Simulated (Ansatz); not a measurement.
**B2Si (quintet): wave-function methods side by side, cc-pVDZ**

How much of the correlation energy of B2Si (quintet) does each wave-function method recover here?

Method: cc-pVDZ, core rule «outside noble gas», up to 7 orbitals frozen; program: Ansatz 0.2.0, Gaussian basis.

To be run: UHF; CCSD(T) on ROHF; CCSD(T) on UHF; BCCD(T) on ROHF; CISD as a restricted active space (open shells left free, so some higher excitations enter); CCSDT(Q) on ROHF; CCSDT(Q) on UHF; CASSCF and MRCISD+Q, 10 electrons in 11 orbitals; CASSCF and NEVPT2, 10 electrons in 11 orbitals.

23 further runs of the same task are left out: 12 that didn't finish, 11 set aside as unsound or not needed. Runs told in other sessions of the task aren't counted.

## 1. What is computed

The geometry is a PBE0/def2-TZVP stationary point (not a proven minimum) of the parent state, kept for this charge and spin.

3 atoms, charge 0, spin multiplicity 5.

Atoms are counted from 1 here; the program's logs count them from 0.

Bond lengths: B1–B2 1.543 Å, B2–Si3 1.871 Å. Angles: B1–B2–Si3 180.0°.

Coordinates:

```
B     0.0000    0.0000   -1.6525
B     0.0000    0.0000   -0.1095
Si    0.0000    0.0000    1.7619
```

In the tables R marks a restricted open-shell determinant and U an unrestricted one; 'frontier' is the active space of 10 electrons in 11 orbitals; energies count from the table's Hartree-Fock row.

## 2. UHF

Contents of in.yaml:

```yaml
crystal:
  periodic: [false, false, false]
  atoms:
    - {symbol: B, position_ang: [0.000000, 0.000000, -1.652467]}
    - {symbol: B, position_ang: [0.000000, 0.000000, -0.109467]}
    - {symbol: Si, position_ang: [0.000000, 0.000000, 1.761933]}
basis:
  gaussian: {orbitals: cc-pVDZ}
magnetization: {spin_polarized: true, initial_magnetization: 4}
hamiltonian: {xc: hf}
output: {orbitals: {seedname: orbitals}}
```

Started as:

```console
> ansatz run in.yaml --threads 1 --pin off --events-out ev --progress --plain --max-ram 2393MiB
```

What it wrote:

```text
Functional definition: HF
  name "HF"
  cite "Fock, Z. Phys. 61, 126 (1930) doi:10.1007/BF01340294"
  parent pbe
  exchange = exact_x
  correlation = 0
451 factors; integrals over basis functions are off by at most 1.3e-3 eV
mean field evaluation 1: about -9197.2332 eV, gradient 8.3e0 eV
mean field evaluation 2: about -9197.4726 eV, gradient 8.4e0 eV
mean field evaluation 4: about -9199.3268 eV, gradient 2.6e0 eV
mean field evaluation 8: about -9199.6536 eV, gradient 6.8e-1 eV
mean field evaluation 16: about -9199.6706 eV, gradient 2.8e-5 eV
mean field evaluation 32: about -9199.6609 eV, gradient 1.7e-1 eV
mean field evaluation 64: about -9199.6533 eV, gradient 5.4e-1 eV
mean field evaluation 96: about -9198.1729 eV, gradient 6.1e-1 eV
mean field evaluation 128: about -9199.6706 eV, gradient 7.4e-5 eV
mean field evaluation 160: about -9182.5081 eV, gradient 1.6e1 eV
mean field -9199.67057812 eV, -338.0816579852 hartree, gradient 5.9e-6 eV, S^2 6.020634; 2 other end points of the search recorded, 0 dependent functions left out
reference -9199.67057812 eV, -338.0816579852 hartree; 14, 10 occupied and 32, 36 virtual orbitals, 451 factors
Total energy: -9199.67057812 eV, -338.0816579852 hartree
```

It took 1.2 s on 1 thread of Arm Neoverse V1, shared host.

From the report: ⟨S²⟩ of the determinant 6.021 (pure quintet: 6.00).

## 3. CCSD(T) on ROHF

Edit in.yaml of step 2 so:

```diff
@@ -8,4 +8,4 @@
   gaussian: {orbitals: cc-pVDZ}
-magnetization: {spin_polarized: true, initial_magnetization: 4}
-hamiltonian: {xc: hf}
-output: {orbitals: {seedname: orbitals}}
+magnetization: {spin_polarized: false, initial_magnetization: 4}
+correlation: {method: ccsd_t, electrons: outside_noble_gas}
+output: {forces: true}
```

The command is unchanged.

What it wrote, cut to the lines that bear on the results:

```text
Functional definition: HF
  name "HF"
  cite "Fock, Z. Phys. 61, 126 (1930) doi:10.1007/BF01340294"
  parent pbe
[...]
451 factors; integrals over basis functions are off by at most 1.3e-3 eV
[...]
mean field -9199.54016959 eV, -338.0768655601 hartree, gradient 2.1e-6 eV, S^2 6.000000; 13 other end points of the search recorded, 0 dependent functions left out
[...]
determinant -9199.54016959 eV, -338.0768655601 hartree, with singles and doubles -9204.79454940 eV, -338.2699604565 hartree
determinant -9198.06874982 eV, -338.0227918811 hartree, with singles and doubles -9203.71261649 eV, -338.2302001557 hartree
determinant -9197.55458503 eV, -338.0038966734 hartree, with singles and doubles -9203.27399385 eV, -338.2140810708 hartree
determinant -9197.45340932 eV, -338.0001785348 hartree, with singles and doubles -9203.26370893 eV, -338.2137031069 hartree
[...]
7 core orbitals not correlated: weight in the atoms' cores, before any rotation towards them, 1.000 or more for the frozen orbitals, at most 0.000 for the correlated occupied ones
reference -9199.54016959 eV, -338.0768655601 hartree; 7, 3 occupied and 32, 36 virtual orbitals, 451 factors
second order -4.10979210 eV of doubles, -0.07102377 eV of singles
cycle   1  -5.25472353 eV  change   -3.4e-4 eV  update   2.2e-3
[...]
cycle  11  -5.25646225 eV  change   -1.4e-7 eV  update   6.4e-7
perturbative correction -0.21644589 eV, -0.0079542399 hartree
[...]
Total energy: -9205.01307773 eV, -338.2779912246 hartree
Atom 0 at     0.000000     0.000000    -1.652467 Å, force     0.000000    -0.000000    -2.020326 eV/Å
Atom 1 at     0.000000     0.000000    -0.109467 Å, force     0.000000    -0.000000    -0.589535 eV/Å
Atom 2 at     0.000000     0.000000     1.761933 Å, force    -0.000000     0.000000     2.609861 eV/Å
Dipole moment:     0.000000    -0.000000    -0.023179 e Å
```

Wall time 10 s (1 thread of Arm Neoverse V1, shared host).

From the report: correlation -5.4729 eV; T1 0.032; largest double amplitude 0.08.

## 4. CCSD(T) on UHF

Edit in.yaml of step 3 so:

```diff
@@ -8,3 +8,3 @@
   gaussian: {orbitals: cc-pVDZ}
-magnetization: {spin_polarized: false, initial_magnetization: 4}
+magnetization: {spin_polarized: true, initial_magnetization: 4}
 correlation: {method: ccsd_t, electrons: outside_noble_gas}
```

The command is unchanged.

What it wrote, cut to the lines that bear on the results:

```text
Functional definition: HF
  name "HF"
  cite "Fock, Z. Phys. 61, 126 (1930) doi:10.1007/BF01340294"
  parent pbe
[...]
451 factors; integrals over basis functions are off by at most 1.3e-3 eV
[...]
mean field -9199.67057812 eV, -338.0816579852 hartree, gradient 2.9e-6 eV, S^2 6.020634; 15 other end points of the search recorded, 0 dependent functions left out
determinant -9199.67057812 eV, -338.0816579852 hartree, with singles and doubles -9204.79830027 eV, -338.2700982987 hartree
determinant -9198.58778566 eV, -338.0418660964 hartree, with singles and doubles -9203.64946689 eV, -338.2278794505 hartree
determinant -9198.37063167 eV, -338.0338858342 hartree, with singles and doubles -9203.67188814 eV, -338.2287034163 hartree
determinant -9198.20289643 eV, -338.0277216780 hartree, with singles and doubles -9203.71658065 eV, -338.2303458357 hartree
[...]
7 core orbitals not correlated: weight in the atoms' cores, before any rotation towards them, 1.000 or more for the frozen orbitals, at most 0.000 for the correlated occupied ones
reference -9199.67057812 eV, -338.0816579852 hartree; 7, 3 occupied and 32, 36 virtual orbitals, 451 factors
second order -4.02487933 eV of doubles, -0.00000000 eV of singles
cycle   1  -5.12804868 eV  change   -3.3e-4 eV  update   2.3e-3
[...]
cycle   7  -5.13007024 eV  change   8.9e-10 eV  update  6.0e-10
perturbative correction -0.21256807 eV, -0.0078117324 hartree
[...]
Total energy: -9205.01321643 eV, -338.2779963216 hartree
Atom 0 at     0.000000     0.000000    -1.652467 Å, force     0.000000    -0.000000    -2.018172 eV/Å
Atom 1 at     0.000000     0.000000    -0.109467 Å, force     0.000000     0.000000    -0.590296 eV/Å
Atom 2 at     0.000000     0.000000     1.761933 Å, force     0.000000     0.000000     2.608468 eV/Å
Dipole moment:    -0.000000    -0.000000    -0.023260 e Å
```

Run time: 12 s. Hardware: 1 thread of Arm Neoverse V1, shared host.

From the report: ⟨S²⟩ of the determinant 6.021 (pure quintet: 6.00); correlation -5.3426 eV; T1 0.031; largest double amplitude 0.08.

## 5. BCCD(T) on ROHF

Edit in.yaml of step 4 so:

```diff
@@ -8,4 +8,3 @@
   gaussian: {orbitals: cc-pVDZ}
-magnetization: {spin_polarized: true, initial_magnetization: 4}
-correlation: {method: ccsd_t, electrons: outside_noble_gas}
-output: {forces: true}
+magnetization: {spin_polarized: false, initial_magnetization: 4}
+correlation: {method: bccd_t, electrons: outside_noble_gas}
```

Same command.

What it wrote, cut to the lines that bear on the results:

```text
Functional definition: HF
  name "HF"
  cite "Fock, Z. Phys. 61, 126 (1930) doi:10.1007/BF01340294"
  parent pbe
[...]
451 factors; integrals over basis functions are off by at most 1.3e-3 eV
[...]
mean field -9199.54016959 eV, -338.0768655601 hartree, gradient 2.1e-6 eV, S^2 6.000000; 13 other end points of the search recorded, 0 dependent functions left out
[...]
determinant -9199.54016959 eV, -338.0768655601 hartree, with singles and doubles -9204.79454940 eV, -338.2699604565 hartree
determinant -9198.06874982 eV, -338.0227918811 hartree, with singles and doubles -9203.71261649 eV, -338.2302001557 hartree
determinant -9197.55458503 eV, -338.0038966734 hartree, with singles and doubles -9203.27399385 eV, -338.2140810708 hartree
determinant -9197.45340932 eV, -338.0001785348 hartree, with singles and doubles -9203.26370893 eV, -338.2137031069 hartree
determinant -9197.38651108 eV, -337.9977200697 hartree, with singles and doubles -9203.29494752 eV, -338.2148511040 hartree
determinant -9196.17284941 eV, -337.9531188260 hartree, with singles and doubles -9201.71711043 eV, -338.1568666605 hartree
determinant -9196.05590969 eV, -337.9488213705 hartree, with singles and doubles -9202.24084009 eV, -338.1761133705 hartree
determinant -9195.87788396 eV, -337.9422790456 hartree, with singles and doubles -9202.11189704 eV, -338.1713748007 hartree
7 core orbitals not correlated: weight in the atoms' cores, before any rotation towards them, 1.000 or more for the frozen orbitals, at most 0.000 for the correlated occupied ones
reference -9199.54016959 eV, -338.0768655601 hartree; 7, 3 occupied and 32, 36 virtual orbitals, 451 factors
second order -4.10979210 eV of doubles, -0.07102377 eV of singles
cycle   1  -5.25296593 eV  change    1.4e-3 eV  update   7.9e-3
[...]
cycle  10  -5.24964245 eV  change    4.5e-6 eV  update   5.3e-6
perturbative correction -0.22468110 eV, -0.0082568783 hartree
Total energy: -9205.01449315 eV, -338.2780432402 hartree
```

Wall time 8 s (1 thread of Arm Neoverse V1, shared host).

From the report: correlation -5.4743 eV; largest double amplitude 0.08.

## 6. CISD as a restricted active space (open shells left free, so some higher excitations enter)

Edit in.yaml of step 5 so:

```diff
@@ -9,2 +9,2 @@
 magnetization: {spin_polarized: false, initial_magnetization: 4}
-correlation: {method: bccd_t, electrons: outside_noble_gas}
+correlation: {active_space: {ras: {orbitals: [3, 4, 32], electrons: 10, max_holes: 2, max_particles: 2}, fixed_orbitals: true}}
```

Launched as before.

What it wrote, cut to the lines that bear on the results:

```text
Functional definition: HF
  name "HF"
  cite "Fock, Z. Phys. 61, 126 (1930) doi:10.1007/BF01340294"
  parent pbe
[...]
451 factors; integrals over basis functions are off by at most 1.3e-3 eV
[...]
mean field -9199.54016959 eV, -338.0768655601 hartree, gradient 2.1e-6 eV, S^2 6.000000; 9 other end points of the search recorded, 0 dependent functions left out
reference -9199.54016959 eV, -338.0768655601 hartree; 14, 10 occupied and 32, 36 virtual orbitals, 451 factors
state -9204.40943331 eV, -338.2558077013 hartree
Total energy: -9204.40943331 eV, -338.2558077013 hartree
```

It took 9 s on 1 thread of Arm Neoverse V1, shared host.

From the report: 63,891 determinants.

## 7. CCSDT(Q) on ROHF

Edit in.yaml of step 6 so:

```diff
@@ -9,2 +9,2 @@
 magnetization: {spin_polarized: false, initial_magnetization: 4}
-correlation: {active_space: {ras: {orbitals: [3, 4, 32], electrons: 10, max_holes: 2, max_particles: 2}, fixed_orbitals: true}}
+correlation: {method: ccsdt_q, electrons: outside_noble_gas}
```

Launched as before.

What it wrote, cut to the lines that bear on the results:

```text
Functional definition: HF
  name "HF"
  cite "Fock, Z. Phys. 61, 126 (1930) doi:10.1007/BF01340294"
  parent pbe
[...]
820 factors; integrals over basis functions are off by at most 1.6e-7 eV
[...]
mean field -9199.54018606 eV, -338.0768661654 hartree, gradient 2.2e-6 eV, S^2 6.000000; 13 other end points of the search recorded, 0 dependent functions left out
[...]
determinant -9199.54018606 eV, -338.0768661654 hartree, with singles and doubles -9204.79457510 eV, -338.2699614010 hartree
determinant -9198.06876795 eV, -338.0227925472 hartree, with singles and doubles -9203.71263399 eV, -338.2302007987 hartree
determinant -9197.55460379 eV, -338.0038973630 hartree, with singles and doubles -9203.27401029 eV, -338.2140816749 hartree
determinant -9197.45342590 eV, -338.0001791439 hartree, with singles and doubles -9203.26372821 eV, -338.2137038157 hartree
determinant -9197.38652834 eV, -337.9977207040 hartree, with singles and doubles -9203.29496528 eV, -338.2148517566 hartree
determinant -9196.17286380 eV, -337.9531193548 hartree, with singles and doubles -9201.71713388 eV, -338.1568675224 hartree
determinant -9196.05592745 eV, -337.9488220231 hartree, with singles and doubles -9202.24086096 eV, -338.1761141374 hartree
determinant -9195.87790367 eV, -337.9422797701 hartree, with singles and doubles -9202.11192023 eV, -338.1713756531 hartree
7 core orbitals not correlated: weight in the atoms' cores, before any rotation towards them, 1.000 or more for the frozen orbitals, at most 0.000 for the correlated occupied ones
reference -9199.54018606 eV, -338.0768661654 hartree; 7, 3 occupied and 32, 36 virtual orbitals, 820 factors
second order -4.10980474 eV of doubles, -0.07102377 eV of singles
cycle   1  -4.90226984 eV  change   -7.2e-1 eV  update   9.1e-2
[...]
cycle  21  -5.53159059 eV  change   -3.3e-7 eV  update   1.2e-6
perturbative correction -0.01651004 eV, -0.0006067327 hartree
Total energy: -9205.08828669 eV, -338.2807551030 hartree
```

Run time: 36 s. Hardware: 1 thread of Arm Neoverse V1, shared host; peak memory 0.39 GiB.

From the report: correlation -5.5481 eV; T1 0.037; largest double amplitude 0.10.

## 8. CCSDT(Q) on UHF

Edit in.yaml of step 7 so:

```diff
@@ -8,3 +8,3 @@
   gaussian: {orbitals: cc-pVDZ}
-magnetization: {spin_polarized: false, initial_magnetization: 4}
+magnetization: {spin_polarized: true, initial_magnetization: 4}
 correlation: {method: ccsdt_q, electrons: outside_noble_gas}
```

The command is unchanged.

What it wrote, cut to the lines that bear on the results:

```text
Functional definition: HF
  name "HF"
  cite "Fock, Z. Phys. 61, 126 (1930) doi:10.1007/BF01340294"
  parent pbe
[...]
820 factors; integrals over basis functions are off by at most 1.6e-7 eV
[...]
mean field -9199.67059484 eV, -338.0816585996 hartree, gradient 2.9e-6 eV, S^2 6.020634; 15 other end points of the search recorded, 0 dependent functions left out
determinant -9199.67059484 eV, -338.0816585996 hartree, with singles and doubles -9204.79832615 eV, -338.2700992497 hartree
determinant -9198.58780549 eV, -338.0418668248 hartree, with singles and doubles -9203.64948331 eV, -338.2278800539 hartree
determinant -9198.37065192 eV, -338.0338865784 hartree, with singles and doubles -9203.67190642 eV, -338.2287040882 hartree
determinant -9198.20291534 eV, -338.0277223729 hartree, with singles and doubles -9203.71659842 eV, -338.2303464889 hartree
determinant -9198.03636308 eV, -338.0216016901 hartree, with singles and doubles -9203.30157206 eV, -338.2150945515 hartree
determinant -9197.84203075 eV, -338.0144601088 hartree, with singles and doubles -9202.69085490 eV, -338.1926511097 hartree
determinant -9197.34692813 eV, -337.9962654231 hartree, with singles and doubles -9202.48797339 eV, -338.1851953518 hartree
determinant -9196.29750838 eV, -337.9576999585 hartree, with singles and doubles -9201.71788022 eV, -338.1568949498 hartree
7 core orbitals not correlated: weight in the atoms' cores, before any rotation towards them, 1.000 or more for the frozen orbitals, at most 0.000 for the correlated occupied ones
reference -9199.67059484 eV, -338.0816585996 hartree; 7, 3 occupied and 32, 36 virtual orbitals, 820 factors
second order -4.02489149 eV of doubles, -0.00000000 eV of singles
cycle   1  -4.74642947 eV  change   -7.2e-1 eV  update   9.3e-2
[...]
cycle  22  -5.40190016 eV  change    2.1e-7 eV  update   8.3e-7
perturbative correction -0.01707065 eV, -0.0006273348 hartree
Total energy: -9205.08956565 eV, -338.2808021038 hartree
```

Wall time 33 s (1 thread of Arm Neoverse V1, shared host); peak memory 0.32 GiB.

From the report: ⟨S²⟩ of the determinant 6.021 (pure quintet: 6.00); correlation -5.4190 eV; T1 0.036; largest double amplitude 0.10.

## 9. CASSCF and MRCISD+Q, 10 electrons in 11 orbitals

Edit in.yaml of step 8 so:

```diff
@@ -8,3 +8,3 @@
   gaussian: {orbitals: cc-pVDZ}
-magnetization: {spin_polarized: true, initial_magnetization: 4}
-correlation: {method: ccsdt_q, electrons: outside_noble_gas}
+magnetization: {spin_polarized: false, initial_magnetization: 4}
+correlation: {method: fic_mrcisd_q, electrons: outside_noble_gas, active_space: {window: {electrons: 10, orbitals: 11}}}
```

Same command.

What it wrote, cut to the lines that bear on the results:

```text
Functional definition: HF
  name "HF"
  cite "Fock, Z. Phys. 61, 126 (1930) doi:10.1007/BF01340294"
  parent pbe
[...]
451 factors; integrals over basis functions are off by at most 1.3e-3 eV
[...]
mean field -9199.54016959 eV, -338.0768655601 hartree, gradient 2.1e-6 eV, S^2 6.000000; 9 other end points of the search recorded, 0 dependent functions left out
reference -9199.54016959 eV, -338.0768655601 hartree; 14, 10 occupied and 32, 36 virtual orbitals, 451 factors
state -9201.27298440 eV, -338.1405453298 hartree
contracted CI cycle   1: correlation 0.00000000 eV, 0.0000000000 hartree, residual 1.30e1 eV
contracted CI cycle   2: correlation -3.37318665 eV, -0.1239623228 hartree, residual 2.58e0 eV
contracted CI cycle   3: correlation -3.49687822 eV, -0.1285079042 hartree, residual 4.92e-1 eV
contracted CI cycle   4: correlation -3.50165675 eV, -0.1286835122 hartree, residual 1.06e-1 eV
contracted CI cycle   5: correlation -3.50187138 eV, -0.1286913995 hartree, residual 2.41e-2 eV
contracted CI cycle   6: correlation -3.50188263 eV, -0.1286918129 hartree, residual 5.50e-3 eV
contracted CI cycle   7: correlation -3.50188319 eV, -0.1286918337 hartree, residual 1.32e-3 eV
contracted CI cycle   8: correlation -3.50188323 eV, -0.1286918350 hartree, residual 3.16e-4 eV
state -9201.27298440 eV, -338.1405453298 hartree; corrected -9205.06138594 eV, -338.2797665186 hartree
Total energy: -9205.06138594 eV, -338.2797665186 hartree
```

It took 34 s on 1 thread of Arm Neoverse V1, shared host; peak memory 0.92 GiB.

From the report: 13,600 determinants; active occupations 1.98, 1.97, 1.92, 1.00, 1.00, 0.99, 0.98, 0.06, 0.04, 0.03, 0.03.

## 10. CASSCF and NEVPT2, 10 electrons in 11 orbitals

Edit in.yaml of step 9 so:

```diff
@@ -9,2 +9,2 @@
 magnetization: {spin_polarized: false, initial_magnetization: 4}
-correlation: {method: fic_mrcisd_q, electrons: outside_noble_gas, active_space: {window: {electrons: 10, orbitals: 11}}}
+correlation: {method: sc_nevpt2, electrons: outside_noble_gas, active_space: {window: {electrons: 10, orbitals: 11}}}
```

The command is unchanged.

What it wrote, cut to the lines that bear on the results:

```text
Functional definition: HF
  name "HF"
  cite "Fock, Z. Phys. 61, 126 (1930) doi:10.1007/BF01340294"
  parent pbe
[...]
451 factors; integrals over basis functions are off by at most 1.3e-3 eV
[...]
mean field -9199.54016959 eV, -338.0768655601 hartree, gradient 2.1e-6 eV, S^2 6.000000; 9 other end points of the search recorded, 0 dependent functions left out
reference -9199.54016959 eV, -338.0768655601 hartree; 14, 10 occupied and 32, 36 virtual orbitals, 451 factors
state -9201.27298440 eV, -338.1405453298 hartree
state -9201.27298440 eV, -338.1405453298 hartree; corrected -9204.17951434 eV, -338.2473583351 hartree
Total energy: -9204.17951434 eV, -338.2473583351 hartree
```

Run time: 27 s. Hardware: 1 thread of Arm Neoverse V1, shared host.

From the report: 13,600 determinants; active occupations 1.98, 1.97, 1.92, 1.00, 1.00, 0.99, 0.98, 0.06, 0.04, 0.03, 0.03.

## 11. The ladder

The yardstick is UCCSDT(Q), where the cluster series has nearly closed. Rows without a time are mean-field rows or come out of runs for another level: lower rungs of the coupled-cluster runs, CASSCF and MRCISD of the multireference runs, or the Hartree-Fock search. The times of RCCSD(T), UCCSD(T) include forces.

Differences are taken before rounding.

```tsv
method	energy from the lowest ROHF (kcal/mol)	from UCCSDT(Q) (kcal/mol)	time
ROHF	0.00	+127.97	
UHF	-3.01	+124.96	
RMP2	-96.41	+31.56	
UMP2	-95.82	+32.15	
CISD	-112.29	+15.68	9 s
RCCSD	-121.22	+6.76	
UCCSD	-121.31	+6.66	
RCCSD(T)	-126.21	+1.76	10 s
UCCSD(T)	-126.21	+1.76	12 s
BCCD(T)	-126.24	+1.73	8 s
RCCSDT	-127.56	+0.41	
UCCSDT	-127.58	+0.39	
RCCSDT(Q)	-127.94	+0.03	36 s
UCCSDT(Q)	-127.97	0	33 s
CASSCF frontier	-39.96	+88.01	
NEVPT2 frontier	-106.99	+20.99	27 s
MRCISD frontier	-120.72	+7.26	
MRCISD+Q frontier	-127.32	+0.65	34 s
```

Among the levels timed on like hardware and quicker than the yardstick, those that no quicker one beats, quickest first: BCCD(T) (8 s, +1.73 kcal/mol).

## 12. Outcome

| quantity | value |
| --- | --- |
| UCCSDT(Q) from the ROHF energy | -5.5494 eV |
| RMP2 from UCCSDT(Q) | +31.56 kcal/mol |
| UMP2 from UCCSDT(Q) | +32.15 kcal/mol |
| RCCSD from UCCSDT(Q) | +6.76 kcal/mol |
| RCCSD(T) from UCCSDT(Q) | +1.76 kcal/mol |
| UCCSD(T) from UCCSDT(Q) | +1.76 kcal/mol |
| RCCSDT(Q) from UCCSDT(Q) | +0.03 kcal/mol |
| NEVPT2 frontier from UCCSDT(Q) | +20.99 kcal/mol |
| MRCISD+Q frontier from UCCSDT(Q) | +0.65 kcal/mol |
| levels within 1 kcal/mol (43 meV) | RCCSDT, UCCSDT, RCCSDT(Q), MRCISD+Q frontier |
| T1 diagnostic | 0.032 |

**Reading.** RCCSD(T) misses by +1.76 kcal/mol, 1.4 % of the correlation energy. Of the multireference levels listed MRCISD+Q frontier comes nearest in total energy (+0.65 kcal/mol), which doesn't show that its space is the better one. These misses are within one basis, not against nature; the frozen cores of restricted and unrestricted runs differ, which can shift their rows.

With open shells the CI space here admits some higher excitations, so it is larger than plain CISD.

For cost: BCCD(T) gets within 1.73 kcal/mol in 8 s, where UCCSDT(Q) took 33 s.
